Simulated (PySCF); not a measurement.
## One molecule, many inputs

Molecule: SMILES C=C/N=C/SC, C$_{4}$H$_{7}$NS; geometry GFN2-xTB.

Bonds (- single, = double, # triple, : aromatic): C1=C2 1.329 Å, C2-N3 1.375 Å, N3=C4 1.268 Å, C4-S5 1.724 Å, S5-C6 1.812 Å. C1 carries H7, H8; C2 carries H9; C4 carries H10; C6 carries H11, H12, H13. Stereochemistry as in C=C/N=C/SC. H8 is cis to N3; H7 is trans to N3.

All runs: PySCF, non-relativistic, gas phase unless a solvent (IEF-PCM) is named; grid level 2, GIAOs and SCF threshold 1e-9 unless changed. The yardstick, PBE0/pcSseg-1, gives these isotropic shieldings σ (ppm, equivalent atoms averaged): C4 22.7, C6 168.0, N3 -78.5, H10 23.53, H8 25.93, H7 26.56, H11/H12/H13 29.29.

Question: What do these inputs give? (1) solvent water; mPW1PW91/6-31G*; aux def2-qzvpp-jkfit; (2) PBE0/pcSseg-1; grid level 4; (3) PBE0/pcSseg-1

Answer: 
| run | outcome | functions | wall time | C4 | C6 | N3 | H10 | H8 | H7 | H11/H12/H13 |
| --- | --- | --- | --- | --- | --- | --- | --- | --- | --- | --- |
| 1 | converged | 102 | 29 s | 40.4 | 179.0 | -31.4 | 24.05 | 26.99 | 27.32 | 30.04 |
| 2 | converged | 144 | 26 s | 22.7 | 168.0 | -78.5 | 23.53 | 25.93 | 26.56 | 29.29 |
| 3 | converged | 144 | 12 s | 22.7 | 168.0 | -78.5 | 23.53 | 25.93 | 26.56 | 29.29 |

Times are on shared hosts with different chips, so compare them loosely.

Question: Comment on the technical settings.

Answer: 
- Run 1: The functional and orbital basis and medium differ from the yardstick's, which in itself moves the values. The other auxiliary basis adds little: it changes only the density-fitting error.
